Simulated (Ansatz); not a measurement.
## Ansatz (development build ahead of 0.2.0) run

```yaml
crystal:
  periodic: [false, false, false]
  atoms:
    - { symbol: "N", position_ang: [0.04024, -0.02141, -0.5954] }
    - { symbol: "N", position_ang: [0.03525, 0.00485, 0.65097] }
    - { symbol: H, position_ang: [-0.02119, 0.98401, -0.87039] }
    - { symbol: H, position_ang: [0.03636, -0.96288, 0.90418] }
basis:
  gaussian: { orbitals: "6-31G" }
hamiltonian:
  xc: hf
correlation:
  method: mp2
  frozen_orbitals: { H: 0, "N": 1 }
```

The input is written out in the form of the current development build from the run's settings.

Results

| Property | Result |
| --- | --- |
| Converged | yes |
| Reference energy | -109.92377 hartree |
| Correlation energy | -0.22586 hartree |
| Total energy | -110.14964 hartree |
| Spin squared of the determinant | 0.000 |
